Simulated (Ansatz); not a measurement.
Ansatz (a quantum-chemistry and plane-wave program) input:

Ansatz 0.2 input:
```yaml
crystal:
  periodic: [false, false, false]
  atoms:
    - {symbol: C, position_ang: [-0.00950545, -0.00236883, -0.91143542]}
    - {symbol: C, position_ang: [0.00093350, -0.01071879, 0.47459059]}
    - {symbol: N, position_ang: [0.00983777, -0.01744014, 1.62291930]}
    - {symbol: H, position_ang: [0.00625065, 1.02819411, -1.28243975]}
    - {symbol: H, position_ang: [0.86903477, -0.53027834, -1.29810134]}
    - {symbol: H, position_ang: [-0.91208796, -0.49826403, -1.28472080]}
    - {symbol: H, position_ang: [0.01739011, -0.02392315, 2.62506712]}
basis:
  gaussian:
    orbitals: def2-TZVP
hamiltonian:
  xc: b3lyp
  dispersion: d3bj
total_charge: 1
relax: {f_tol: 0.002, max_steps: 150}
```

Task: Which total energy does the run end on?

Result: -133.12504 Eh (B3LYP-D3(BJ)/def2-TZVP). The basis has 117 functions.

It need not be the lowest isomer of its formula.
